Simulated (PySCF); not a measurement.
Species: C6H4.
SMILES: `C(=C\C#C)/C#C`

The calculation used EOM-IP-CCSD/aug-cc-pVDZ in PySCF, restricted Hartree–Fock reference, frozen core, non-relativistic, gas phase, PBE0-D3(BJ)/def2-SVP geometry.

Hartree–Fock orbital energies give these Koopmans values (eV): HOMO 8.90, HOMO-1 10.91, HOMO-2 11.09, HOMO-3 11.68, HOMO-4 13.53, HOMO-5 15.70, HOMO-6 17.99, HOMO-7 18.77.

Problem. What vertical ionisation energies does EOM-IP-CCSD give?

Solution. 
```json
{"leading hole (HF orbital)": "HOMO", "Koopmans (eV)": "8.90", "EOM-IP-CCSD (eV)": "9.06", "change (eV)": "+0.16", "one-hole share": "0.96"}
{"leading hole (HF orbital)": "HOMO-1", "Koopmans (eV)": "10.91", "EOM-IP-CCSD (eV)": "10.68", "change (eV)": "-0.23", "one-hole share": "0.96"}
{"leading hole (HF orbital)": "HOMO-2", "Koopmans (eV)": "11.09", "EOM-IP-CCSD (eV)": "10.87", "change (eV)": "-0.22", "one-hole share": "0.95"}
{"leading hole (HF orbital)": "HOMO-3", "Koopmans (eV)": "11.68", "EOM-IP-CCSD (eV)": "11.40", "change (eV)": "-0.28", "one-hole share": "0.94"}
{"leading hole (HF orbital)": "HOMO-4", "Koopmans (eV)": "13.53", "EOM-IP-CCSD (eV)": "12.75", "change (eV)": "-0.78", "one-hole share": "0.92"}
{"leading hole (HF orbital)": "HOMO-5", "Koopmans (eV)": "15.70", "EOM-IP-CCSD (eV)": "14.11", "change (eV)": "-1.59", "one-hole share": "0.94"}
{"leading hole (HF orbital)": "HOMO-6", "Koopmans (eV)": "17.99", "EOM-IP-CCSD (eV)": "15.90", "change (eV)": "-2.09", "one-hole share": "0.94"}
{"leading hole (HF orbital)": "HOMO-7", "Koopmans (eV)": "18.77", "EOM-IP-CCSD (eV)": "16.80", "change (eV)": "-1.97", "one-hole share": "0.93"}
```

Problem. Does the order of the lines follow the orbital energies?

Solution. Yes, no two lines change places. The corrections run from -2.09 to +0.16 eV, with a mean of -0.87 eV over the 8 lines; EOM-IP-CCSD lies above the Koopmans value for HOMO. Koopmans values leave out both the relaxation of the orbitals and the change in correlation energy.

Problem. At what kinetic energies would He I light (21.22 eV) eject these electrons?

Solution. 12.16 eV (HOMO), 10.54 eV (HOMO-1), 10.35 eV (HOMO-2), 9.82 eV (HOMO-3), 8.47 eV (HOMO-4), 7.11 eV (HOMO-5), 5.32 eV (HOMO-6), 4.42 eV (HOMO-7).

One root was sought for each valence orbital with −ε under 21 eV, eight at most, so deeper holes and satellites are missing; no vibrational structure.
